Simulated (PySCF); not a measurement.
The vertical singlet excitations below were computed for one of the candidates. The calculation used PySCF, TDDFT PBE0/def2-SVPD, vertical, gas phase, core orbitals frozen in the response. Geometries: GFN2-xTB, one conformer each.

```tsv
state	E (eV)	f
S1	6.17	0.0067
S2	7.07	0.021
S3	7.25	0.0019
S4	7.65	0.038
S5	8.19	0.0092
S6	8.28	0.0078
S7	8.33	0.0040
S8	8.44	0.047
```

Triplets computed (Tamm–Dancoff): 5.91, 6.91, 7.11 eV.

Orbital energies (eV): HOMO-3 -9.07, HOMO-2 -9.01, HOMO-1 -8.93, HOMO -6.84, LUMO 0.62, LUMO+1 1.30, LUMO+2 1.59.

Question: Which candidate is it? All have the formula C5H13N.
A. `CC(C)(NC)C`
B. `CC(C)N(C)C`
C. `CC(C)(C)CN`
D. `CCCN(C)C`

Answer: C. Its S1, at 6.17 eV, is the highest among the candidates; the nearest of the others has S1 at 5.85 eV. S1 is HOMO→LUMO (87%), HOMO→LUMO+1 (12%). Löwdin shares by element: HOMO nitrogen 61%, carbon 13% or more, hydrogen 13% or more; LUMO carbon 32% or more, hydrogen 8% or more (atoms not listed hold the other 61%). At the same level the other candidates give, for their lowest levels:
- `CCCN(C)C`: 5.85 eV (f 0.024); 6.38 eV (f 0.017); 6.52 eV (f 0.006); 7.01 eV (f 0.078); 7.22 eV (f 0.022); T1 5.65 eV; HOMO -6.13, LUMO 0.81 eV
- `CNC(C)(C)C`: 5.72 eV (f 0.005); 6.59 eV (f 0.012); 6.70 eV (f 0.006); 7.02 eV (f 0.017); 7.45 eV (f 0.004); T1 5.56 eV; HOMO -6.26, LUMO 0.63 eV
- `CC(C)N(C)C`: 5.52 eV (f 0.004); 6.28 eV (f 0.002); 6.34 eV (f 0.024); 6.54 eV (f 0.016); 7.05 eV (f 0.007); T1 5.41 eV; HOMO -5.92, LUMO 0.71 eV

The values belong to the conformer `[CH3:1][C:2]([CH3:3])([CH3:4])[CH2:5][NH2:6]`: C1–C2–C5–N6 63°, H–N6–C5–C2 -69°, H–N6–C5–C2 173°.
